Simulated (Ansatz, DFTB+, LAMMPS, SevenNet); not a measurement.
## hcp Co, elastic constant C33

Reference value: 357 GPa (measured, temperature not stated, not corrected to a static lattice; as tabulated in Steinle-Neumann et al. (1999), arXiv:cond-mat/9904431).

Q: What do Lennard-Jones jacobson2022, GFN1-xTB as cut by DFTB+, SevenNet-l3i5, LDA, PBE, PBEsol give, and how far is each from the reference?

A: 
```json
[
 {"level (code)": "Lennard-Jones jacobson2022 (LAMMPS)", "value (GPa)": "1075", "cell (Å³/atom)": "10.91", "difference (%)": "+201"},
 {"level (code)": "GFN1-xTB as cut by DFTB+", "value (GPa)": "291", "cell (Å³/atom)": "10.35", "difference (%)": "-18.5"},
 {"level (code)": "SevenNet-l3i5", "value (GPa)": "244", "cell (Å³/atom)": "10.81", "difference (%)": "-32"},
 {"level (code)": "LDA (Ansatz)", "value (GPa)": "513", "cell (Å³/atom)": "10.01", "difference (%)": "+44"},
 {"level (code)": "PBE (Ansatz)", "value (GPa)": "408", "cell (Å³/atom)": "10.86", "difference (%)": "+14.3"},
 {"level (code)": "PBEsol (Ansatz)", "value (GPa)": "467", "cell (Å³/atom)": "10.37", "difference (%)": "+31"}
]
```

Leaving aside GFN1-xTB as cut by DFTB+ (doubt noted below): The reference's temperature isn't stated, so close values are not ranked against it. Off by more than 25 %, or 35 % on the side where a correction would as a rule narrow the miss (bounds picked here): Lennard-Jones jacobson2022 (+201 %), LDA (+44 %), SevenNet-l3i5 (-32 %).

The reference isn't brought to a static lattice, while the calculations are for one, so the differences are not the levels' errors alone. A static lattice is as a rule stiffer than a warm one, by over a tenth in soft solids. Spin-polarised runs: LDA (parallel moments), PBE (parallel moments), PBEsol (parallel moments). GFN1-xTB as cut by DFTB+: the method was fitted mainly to molecules. GFN1-xTB as cut by DFTB+: this magnet was run without spin. GFN1-xTB as cut by DFTB+: codes differ in how they cut the long-range tail of xTB's charge interaction in a crystal, so the value belongs to this code. Each level is taken at its own relaxed cell. Ansatz's density-functional and Hartree–Fock values are scalar-relativistic unless marked +SOC, with PAW data made under PBE.

Empirical potentials (Lennard-Jones jacobson2022) are fitted to chosen data: where that held the value shown, agreement is built in, and what lay outside the fit can be far off. Machine-learned potentials (SevenNet-l3i5) are trained on DFT data: a solid inside that data is no test of them.

Differences are worked out from the printed values.

Ansatz is an electronic-structure program.
